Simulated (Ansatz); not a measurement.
Basis-set extrapolation for AlH4PSi, SMILES `[AlH]1[SiH2][PH]1` (PBE0-D4/def2-TZVP geometry, frozen core, Ansatz). Multiplicity 1, RHF reference.

```tsv
	def2-TZVPP	def2-QZVPP
HF	-873.907802	-873.932850
MP2 correlation	-0.351898	-0.378808
CCSD(T) correlation	-0.417449	not run
```

Energies in hartree. Use E(X) = E(∞) + A·exp(−7.88·√X) for Hartree–Fock and E(X) = E(∞) + B·X^(−2.97) for correlation, with X = 3 and 4, and add CCSD(T) minus MP2 of the smaller set to the MP2 limit.

Q: What is the CCSD(T) energy at the basis-set limit?

A: HF limit: -873.932850 + (-0.025048) × 0.13774 = -873.93630. MP2 limit: -0.378808 + (-0.026910) × 0.74074 = -0.39874. Higher-order term: -0.417449 − (-0.351898) = -0.06555. Total: -874.40059 hartree, 197.8 kJ/mol below CCSD(T)/def2-TZVPP.
